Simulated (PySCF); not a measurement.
## Potential energy of BH⁺ along the bond

Set-up: PySCF, spin-free X2C with a Gaussian nucleus, basis sets B jorge-DZP-DKH, H jorge-DZP-DKH. Energies in eV from B⁺ + H in their ground configurations at the same level. State: ²Σ⁺ (doublet), unpaired electrons σ ↑.

```csv
R (Å),B97-3,PBE0,UHF-SCS-MP2
1.058,-2.059,-2.098,-1.755
1.107,-2.286,-2.329,-1.974
1.156,-2.418,-2.464,-2.095
1.193,-2.466,-2.515,-2.134
1.230,-2.478,-2.530,-2.137
1.267,-2.462,-2.516,-2.110
1.316,-2.403,-2.461,-2.038
1.378,-2.286,-2.349,-1.902
1.451,-2.102,-2.172,-1.692
1.550,-1.821,-1.901,-1.371
```

Q: Put a parabola through the three lowest points of the B97-3 curve and estimate Re, k and ωe (reduced mass 0.9233 u; 1 eV/Å² = 0.16022 mdyn/Å; ωe = 1302.8·√(k/μ) cm⁻¹).

A: Through R = 1.193, 1.23, 1.267 Å the second-order coefficient is 10.2 eV/Å², so Re ≈ 1.227 Å, k ≈ 3.28 mdyn/Å and ωe ≈ 2454 cm⁻¹. A polynomial fit of higher order to the unrounded B97-3 energies gives Re = 1.226 Å, k = 3.50 mdyn/Å, ωe = 2538 cm⁻¹; anharmonicity and rounding make the difference.

The higher-order fit for each curve: B97-3: Re = 1.226 Å, ωe = 2538 cm⁻¹, De = 2.48 eV; PBE0: Re = 1.230 Å, ωe = 2511 cm⁻¹, De = 2.53 eV; UHF-SCS-MP2: Re = 1.215 Å, ωe = 2634 cm⁻¹, De = 2.14 eV.

Correlated steps freeze 1 core orbital. Correlated levels converge slowly with the basis: in double zeta they bind strong bonds too weakly, by up to about 1 eV, and carry superposition errors of some tenths. For an ion De counts to the pair picked by the measured ionisation energies or electron affinities, which need not be the lowest pair at this level. The state is the lowest determinant that a PBE0 search found; another state may lie lower at other levels.
